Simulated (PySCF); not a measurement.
# Electronic absorption of BH7P2

BH₇P₂.
Numbering: `[PH2:1][BH2-:2][PH3+:3]` (hydrogens: H4, H5 on P1; H6, H7 on B2; H8, H9, H10 on P3)

Computed with TDDFT wB97X-D/def2-SVPD, vertical, gas phase, core orbitals frozen in the response in PySCF. Isolated species at its PBE0-D3(BJ)/def2-SVP geometry (one conformer only). Torsions of this conformer, `[PH2:1][BH2-:2][PH3+:3]`: H–P1–B2–P3 173°, H–P1–B2–P3 -92°.

```json
{"state": "S1", "E (eV)": "5.57", "E (hartree)": "0.2049", "f": "0.0095", "|μ| (D)": "0.67", "main configurations (H = HOMO, L = LUMO)": "H→L+1 (48%), H→L (44%)"}
{"state": "S2", "E (eV)": "6.08", "E (hartree)": "0.2233", "f": "0.038", "|μ| (D)": "1.29", "main configurations (H = HOMO, L = LUMO)": "H→L+1 (38%), H→L (37%), H→L+3 (10%)"}
{"state": "S3", "E (eV)": "6.40", "E (hartree)": "0.2354", "f": "0.0072", "|μ| (D)": "0.54", "main configurations (H = HOMO, L = LUMO)": "H→L+2 (90%)"}
{"state": "S4", "E (eV)": "6.61", "E (hartree)": "0.2430", "f": "0.023", "|μ| (D)": "0.97", "main configurations (H = HOMO, L = LUMO)": "H→L+3 (44%), H→L+4 (31%), H→L+1 (9%)"}
{"state": "S5", "E (eV)": "6.87", "E (hartree)": "0.2524", "f": "0.033", "|μ| (D)": "1.12", "main configurations (H = HOMO, L = LUMO)": "H→L+4 (51%), H→L+3 (35%)"}
{"state": "S6", "E (eV)": "7.40", "E (hartree)": "0.2718", "f": "0.077", "|μ| (D)": "1.66", "main configurations (H = HOMO, L = LUMO)": "H-1→L+1 (45%), H-1→L (42%)"}
{"state": "S7", "E (eV)": "7.53", "E (hartree)": "0.2767", "f": "0.087", "|μ| (D)": "1.75", "main configurations (H = HOMO, L = LUMO)": "H→L+5 (55%), H→L+6 (21%)"}
{"state": "S8", "E (eV)": "7.66", "E (hartree)": "0.2816", "f": "0.021", "|μ| (D)": "0.85", "main configurations (H = HOMO, L = LUMO)": "H-1→L (35%), H-1→L+1 (35%)"}
{"state": "S9", "E (eV)": "7.83", "E (hartree)": "0.2878", "f": "0.010", "|μ| (D)": "0.59", "main configurations (H = HOMO, L = LUMO)": "H-1→L+2 (25%), H-2→L+1 (18%), H→L+7 (17%)"}
{"state": "S10", "E (eV)": "7.84", "E (hartree)": "0.2881", "f": "0.0036", "|μ| (D)": "0.35", "main configurations (H = HOMO, L = LUMO)": "H-1→L+2 (52%), H→L+7 (13%), H→L+8 (11%)"}
```

Triplets (Tamm–Dancoff): T1 5.14 eV, H→L+1 (43%), H→L (32%), H→L+4 (9%); T2 5.61 eV, H→L (34%), H→L+1 (17%), H→L+3 (15%); T3 6.20 eV, H→L+4 (52%), H→L+1 (19%), H→L+2 (15%); T4 6.37 eV, H→L+2 (70%), H→L+3 (11%), H→L+4 (8%).

The lowest singlet lies at 5.57 eV (222 nm, ultraviolet) and is weak; its leading configuration is HOMO→LUMO+1 (48%). The most intense listed level is S7 at 7.53 eV (165 nm, f = 0.087), 1.96 eV above S1. S9/S10 lie within about 0.01 eV of each other. Löwdin shares by element: HOMO phosphorus 64% or more, boron 16%, hydrogen 13% or more; LUMO phosphorus 34%, boron 24%, hydrogen 19% or more (atoms not listed hold the other 22%). The oscillator strengths of these states sum to 0.310; summed over the whole spectrum of an exact calculation they would give the number of electrons, 42 (Thomas–Reiche–Kuhn). Of the 10 states listed, 7 reach f = 0.01 and none stays under 0.0005. Weighted by f, the mean energy of these states is 7.12 eV. The vertical ionisation energy (ΔSCF) is 8.59 eV, 0.75 eV above S10. Only the lowest 10 singlets were computed, as vertical energies without vibronic structure.

On one thread of an Arm Neoverse V2 (shared host), this took 13 s wall.
